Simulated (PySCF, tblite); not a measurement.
# C4H6NO radical: geometry, infrared bands and EPR parameters

Wanted: the infrared bands and EPR parameters of C4H6NO radical (`[H]/N=[C]/CC(C)=O`), by calculation.

Computed with tblite 0.8.0 and PySCF 2.14.0, with density-fitted response routines of our own, on a single molecule in the gas phase. Atoms count from 0, in the outputs and in this text.

### 1 Starting geometry

12 atoms, charge 0, multiplicity 2; geometry from: force field or distance geometry start.

Bonds of the start (Å): C0–C1 1.46, C1–O2 1.24, C1–C3 1.48, C3–C4 1.47, C4–N5 1.28, C0–H6 1.13, C0–H7 1.12, C0–H8 1.11, C3–H9 1.10, C3–H10 1.13, N5–H11 1.05.

### 2 Geometry optimisation with GFN2-xTB

The job: settings as JSON, then the geometry in Å.

```
{"job": {"kind": "relax", "xc": "GFN2-xTB", "basis": "xTB"}, "charge": 0, "multiplicity": 2}
C     -1.640800     0.260600    -0.030000
C     -0.470000    -0.485800     0.420300
O     -0.329400    -0.934700     1.566600
C      0.627700    -0.716800    -0.544400
C      1.784700     0.166800    -0.344500
N      1.886400     1.018800     0.601300
H     -1.729900     1.179500     0.623200
H     -2.593800    -0.312000     0.055300
H     -1.467000     0.566500    -1.081700
H      0.217000    -0.594700    -1.559600
H      0.991100    -1.785700    -0.439800
H      2.725200     1.636700     0.707200
```

On the command line:

```
> OMP_NUM_THREADS=1 python probes_run.py task.json out
```

This one command runs all jobs of the session in turn.

**Question.** This job is followed by: GFN2-xTB harmonic vibrations, gas phase; UKS B3LYP, pcH-1 on C H N O, non-relativistic, mean-field spin-orbit, GIAO. What will the session give for the following? strongest single infrared mode (GFN2-xTB); zero-point energy (GFN2-xTB); g(iso) (B3LYP); ⟨S²⟩; largest a(iso) (averaged by class); surface potential, 1st and 99th percentile.

As calculated:

| quantity | value |
| --- | --- |
| strongest single infrared mode (GFN2-xTB) | 1738 cm⁻¹, 708 km/mol |
| zero-point energy (GFN2-xTB) | 57.1 kcal/mol |
| g(iso) (B3LYP) | 2.00150 |
| ⟨S²⟩ | 0.754 (exact 0.75) |
| largest a(iso) (averaged by class) | 13C on C4, 244.0 MHz |
| surface potential, 1st and 99th percentile | -1.68 V and 1.91 V |

What this shows: Relaxing lowered the energy by 0.481 eV in 115 steps; the bonded pair that moved most is C1–C3, from 1.480 to 1.528 Å. All 30 modes are real, so the xTB geometry is a minimum. The strongest single mode, at 1738 cm⁻¹, moves mainly C1 and O2. GFN2-xTB is a fitted tight-binding method: band positions and strengths are rough. Its intensities can rank the bands wrongly. C4 carries the largest spin population, 0.72 e. The isotropic g lies 0.8 ppt below the free-electron value.
